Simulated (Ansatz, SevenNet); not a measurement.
Elastic constant C11 (GPa) of solids drawn from the class of oxides, at two levels: the machine-learned potential SevenNet-0 (trained on PBE and PBE+U data), and r²SCAN (Ansatz, a quantum-chemistry and plane-wave program, plane waves, PAW).

| solid | SevenNet-0 | r²SCAN | shift (%) |
|---|---|---|---|
| stishovite (SiO2) | 440 | 452 | +2.7 |
| cubic perovskite BaZrO3 | 284 | 319 | +12.3 |
| A-type hexagonal La2O3 | 185 | 212 | +14.6 |
| rock-salt MgO | 223 | 310 | +39 |
| rutile SnO2 | 206 | 254 | +23 |
| corundum Ga2O3 (metastable phase) | 340 | 412 | +21 |
| cubic perovskite KTaO3 | 399 | 462 | +15.8 |
| rock-salt SrO | 150 | 183 | +22 |
| rock-salt CaO | 194 | 231 | +19.1 |
| cubic perovskite BaHfO3 | 308 | 340 | +10.4 |

The shifts run from +2.7 % to +39 %, with a median of +17.4 %.

Over all 10 rows r²SCAN is the larger in 10.

Ansatz's runs of these crystals have no spin polarisation.

Spin–orbit coupling is left out, also for the solids with elements from indium on (cubic perovskite BaZrO3, A-type hexagonal La2O3, rutile SnO2, cubic perovskite KTaO3, cubic perovskite BaHfO3); its size isn't shown.

Each level is taken at its own relaxed cell. Ansatz's density-functional and Hartree–Fock values are scalar-relativistic unless marked +SOC, with PAW data made under PBE.
